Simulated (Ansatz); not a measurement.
## H2O2Si, SMILES O[Si]O: an active-space calculation, step by step

With Ansatz 0.2.0 through its Python package.

`h2o2si.xyz`
```text
5

O    -1.47820   -0.15690   -0.25920
Si   -0.21860   -0.72820    0.52800
O     1.05760    0.19540    0.07640
H    -1.26310    0.66130   -0.84610
H     1.95230   -0.04520    0.45950
```

Typed at the interpreter:
```pycon
>>> import ansatz as az
>>> params = {
...     "basis": "cc-pVDZ",
... }
>>> system = az.Crystal.molecule_from_extxyz("h2o2si.xyz")
>>> model = (
...     system.calculation()
...     .basis(gaussian=params["basis"])
...     .correlation(active_electrons=4, active_orbitals=4)
... )
>>> for method in ["sc_nevpt2"]:
...     data = (model if method is None else model.correlation(method)).run().report
...     space = data["configurations"]
...     state = space["states"][0]
...     print(method or "casscf", f"total {data['free_energy_ev'] / 27.211386246:.6f} Ha, active-space state {state['energy']['hartree']:.6f} Ha, mean field {data['reference_energy_ev'] / 27.211386246:.6f} Ha")
...     print("  determinants", state["n_determinants"], " natural occupations", [round(n, 3) for n in space["natural_occupations"]])
...
RunWarning: the results are in doubt because another end's mean lies 0.633 eV lower, and its corrected mean 0.395 eV higher
sc_nevpt2 total -440.331169 Ha, active-space state -439.895908 Ha, mean field -439.868315 Ha
  determinants 36  natural occupations [1.999, 1.918, 0.061, 0.022]
```

Notes:
- Total energies depend on the basis set; only differences at equal settings carry meaning.
- Warnings are shown shortened and without file and line.
- The geometry is a force-field or estimated start, not a minimum of this method, and the basis set is short of its limit. The active space starts as a window about the frontier orbitals and is then optimised, not chosen by chemistry.
- A lower CASSCF solution was found and passed over, so the printed active-space state isn't the lowest.
- Run time: 4.6 s on 1 thread of Arm Neoverse V1, on a shared host, peak memory 0.14 GiB.

(Lines on the test bed's own set-up are left out of the output.)
